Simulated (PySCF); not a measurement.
Stepwise substitution at one centre (C Br-H). All species are isolated molecules in the gas phase. Strings in code marks are SMILES.

Quantity: vertical ionisation energy (energy after one electron is removed minus that of the parent at the parent's geometry), in eV.

Case: `C`. Geometry of `C` (neutral, multiplicity 1, Å):

```xyz
5

C      0.0000     0.0000     0.0000
H     -0.6302    -0.8352    -0.3079
H     -0.4145     0.9309    -0.3889
H      0.0368     0.0454     1.0891
H      1.0079    -0.1411    -0.3923
```

Problem. Estimate the vertical ionisation energy (energy after one electron is removed minus that of the parent at the parent's geometry) that B3LYP/6-31G* // ωB97X-D3(BJ)/def2-TZVP (PySCF) returns for this input.

Solution. 14.14 eV.
